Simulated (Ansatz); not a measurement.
## How an unstable ReRh structure lowers its energy

Level of theory: DFT PBE, scalar-relativistic, plane waves, PAW (Ansatz). Settings: cutoff 420 eV, Γ-centred meshes no coarser than 0.19 Å⁻¹ for metals and 0.3 Å⁻¹ for insulators (2π included), Gaussian smearing.

The start was the caesium chloride type (Pm-3m, No. 221), relaxed within its symmetry. A cell of 8 atoms (4 times the primitive one) was then disturbed at random, relaxed without symmetry and relaxed once more on a fine mesh. The k mesh leaves about 4 meV/atom of noise in metals. Spin–orbit coupling is left out.

Before:

Space group Pm-3m (No. 221). a = 3.092 Å, b = 3.092 Å, c = 3.092 Å, α = 90.00°, β = 90.00°, γ = 90.00°
| atom | site | symmetry | x | y | z |
| --- | --- | --- | --- | --- | --- |
| Re | 1a | m-3m | 0.0000 | 0.0000 | 0.0000 |
| Rh | 1b | m-3m | 0.5000 | 0.5000 | 0.5000 |

After:

```cif
data_structure
_symmetry_space_group_name_H-M 'P4/mmm'
_symmetry_Int_Tables_number 123
_cell_length_a 2.6959
_cell_length_b 2.6959
_cell_length_c 3.9529
_cell_angle_alpha 90.000
_cell_angle_beta 90.000
_cell_angle_gamma 90.000
_cell_volume 28.73
loop_
_atom_site_label
_atom_site_type_symbol
_atom_site_symmetry_multiplicity
_atom_site_Wyckoff_symbol
_atom_site_fract_x
_atom_site_fract_y
_atom_site_fract_z
_atom_site_occupancy
Re1 Re 1 c 0.50000 0.50000 0.00000 1
Rh1 Rh 1 b 0.00000 0.00000 0.50000 1
```

Q: Is this a distortion of the same structure or a reconstruction, and what lowers the energy?

A: A distortion: the Re–Rh network is kept, and Pm-3m (No. 221) becomes P4/mmm (No. 123). Each Re has on average 4 Re contacts in place of 6, shorter on average (3.09 → 2.70 Å); each Rh has on average 4 Rh contacts in place of 6, shorter on average (3.09 → 2.70 Å). The result is the CuAu (L1_0) structure.

Q: What does it gain?

A: 600 meV/atom, with the volume going from 14.78 to 14.36 Å³/atom. Against the elements the energy goes from 0.54 to -0.06 eV/atom.

Cost: 4 runs of about 18 core-minutes in all, on Arm Neoverse V1 (shared hosts).